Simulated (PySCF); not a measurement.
phosphine (H3P), SMILES P. Heavy atoms are numbered as in [PH3:1]. Hydrogens are named by the atom that carries them.

The structure is a stationary point at PBE0-D3(BJ)/def2-TZVPD.

Level of theory: M06-2X/def2-TZVPD in PySCF.

Mulliken values depend strongly on the basis, most of all with diffuse functions as here. ESP charges are fitted to the potential on shells at 1.4 to 2.0 van der Waals radii. Atomic charges (e), one atom of each kind:

```csv
atom,IAO,ESP fit,Mulliken
P1 (PH3),…,-0.17,-0.29
H on P1,…,0.06,0.10
```

Problem. Fill in the missing entries. (The exact figures need the calculation; the answer reports its results.)

Solution. 
- P1 (PH3), IAO: 0.05
- H on P1, IAO: -0.02
